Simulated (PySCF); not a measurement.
C₂H₆S, charge +1, multiplicity 2. Atoms are numbered in the order given.

```xyz
9

C      0.3304     1.6498     0.0000
C     -0.6322     0.4772     0.0000
S      0.0855    -1.1688     0.0000
H     -0.2589     2.5684     0.0000
H      0.9590     1.6499    -0.8916
H      0.9590     1.6499     0.8916
H     -1.3089     0.4538     0.8712
H     -1.3089     0.4538    -0.8712
H      1.4010    -0.8369     0.0000
```
Charge +1, spin multiplicity 2.

Coordinates come from a TPSSh-D3(BJ)/def2-TZVP optimisation. A frequency run showed that this geometry is not a minimum. The spin state was assumed, not searched. One conformer was computed; it need not be the lowest.

Computed with PySCF 2.14.0 with TDA-PBE/def2-SVPD.

Vertical excitations. The molecule is in vacuum.

| state | energy (eV) | λ (nm) | f | main pairs |
|---|---|---|---|---|
| root 1 | 1.80 | 691 | 0.000 | β HOMO→LUMO 100 % |
| root 2 | 2.31 | 536 | 0.025 | β HOMO−1→LUMO 98 % |
| root 3 | 2.65 | 469 | 0.001 | β HOMO−2→LUMO 100 % |
| root 4 | 4.31 | 288 | 0.000 | β HOMO−3→LUMO 99 % |
| root 5 | 4.81 | 258 | 0.002 | β HOMO−4→LUMO 99 % |
| root 6 | 5.32 | 233 | 0.039 | β HOMO−5→LUMO 96 % |
| root 7 | 6.80 | 182 | 0.000 | α HOMO→LUMO 99 % |
| root 8 | 7.06 | 176 | 0.000 | α HOMO−1→LUMO 46 %, β HOMO→LUMO+1 46 % |
| root 9 | 7.59 | 163 | 0.000 | α HOMO−2→LUMO 9 %, β HOMO−1→LUMO+1 88 % |
| root 10 | 7.61 | 163 | 0.014 | α HOMO−1→LUMO 49 %, β HOMO→LUMO+1 43 % |
Unrestricted roots are not spin-pure.
